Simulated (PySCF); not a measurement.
How well do the runs reproduce experiment for methylsilane?

**Measured values to compare with.**

NIST CCCBDB Release 22 (SRD 101), experimental dipoles lists, for the gas: dipole moment (microwave Stark effect) 0.735 D.

The runs below try to reproduce these values; the comparison stands at the end.

Methylsilane, CH6Si.
SMILES with atom numbers: `[CH3:1][SiH3:2]` (hydrogens: H3, H4, H5 on C1; H6, H7, H8 on Si2)

Cartesian coordinates in Å at the GFN2-xTB level; atoms count from 1:
```
atom  x, y, z in Å
C1    -0.9752   -0.1150    0.0160
Si2    0.9068    0.1083   -0.0210
H3    -1.4391    0.5618    0.7287
H4    -1.2476   -1.1279    0.3003
H5    -1.4149    0.0823   -0.9581
H6     1.2277    1.4828   -0.4129
H7     1.4936   -0.8235   -0.9871
H8     1.4577   -0.1594    1.3096
```

The PySCF runs (gas phase, on this GFN2-xTB geometry; no spin–orbit coupling):

| level | job | basis functions | wall time |
| --- | --- | --- | --- |
| PBE0/pcSseg-1 | shieldings, charges and field gradients | 71 | 3.2 s |

Hardware: Arm Neoverse V1, one thread, shared host.

## Comparison

**Dipole moment.** Measured: 0.735 D (NIST CCCBDB Release 22 (SRD 101), experimental dipoles).

```csv
level,computed (D),computed − measured (D),% (from the printed values)
PBE0/pcSseg-1,0.561,-0.174,-24
```

The computed dipoles belong to one fixed geometry; measured ones are averaged over vibrations unless marked μe. Magnitudes are compared, not signs.

The geometry is computed, not the measured one. Where a level misses, the cause wasn't examined.
